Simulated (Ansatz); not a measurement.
C3H4Cl2 (`Cl/C=C/CCl`), relaxed with RKS PBE-D4/def2-SVP in the Gaussian-basis code of Ansatz from a rough embedded geometry. The force threshold is 0.03 eV/Å; the program also tests the step.

Total charge 0; spin multiplicity 1.

Start:

```xyz
9

Cl    2.894   -0.027   -0.512
C     1.330    0.283    0.181
C     0.232   -0.262   -0.301
C    -1.180   -0.139    0.195
Cl   -2.191    0.682   -0.945
H     1.340    0.950    1.033
H     0.298   -0.945   -1.220
H    -1.164    0.511    1.115
H    -1.559   -1.052    0.453
```

| step | energy (eV) | largest force (eV/Å) | largest move (Å) |
| --- | --- | --- | --- |
| 1 | -28196.0356 | 4.450 | 0.000 |
| 2 | -28196.3239 | 1.438 | 0.052 |
| 3 | -28196.3374 | 1.198 | 0.080 |
| 4 | -28196.3774 | 0.251 | 0.066 |
| 5 | -28196.3810 | 0.176 | 0.028 |
| 6 | -28196.3843 | 0.136 | 0.058 |
| 7 | -28196.3869 | 0.033 | 0.016 |
| 8 | -28196.3870 | 0.017 | 0.004 |

End:

```xyz
9

Cl    2.920    0.031   -0.471
C     1.324    0.267    0.158
C     0.228   -0.323   -0.353
C    -1.128   -0.110    0.226
Cl   -2.230    0.726   -0.961
H     1.292    0.949    1.024
H     0.317   -0.984   -1.230
H    -1.098    0.515    1.138
H    -1.626   -1.071    0.468
```

Hardware: 4 threads of an Arm Neoverse V2 on a shared host. Wall time 7 s, peak host memory 0.14 GiB.
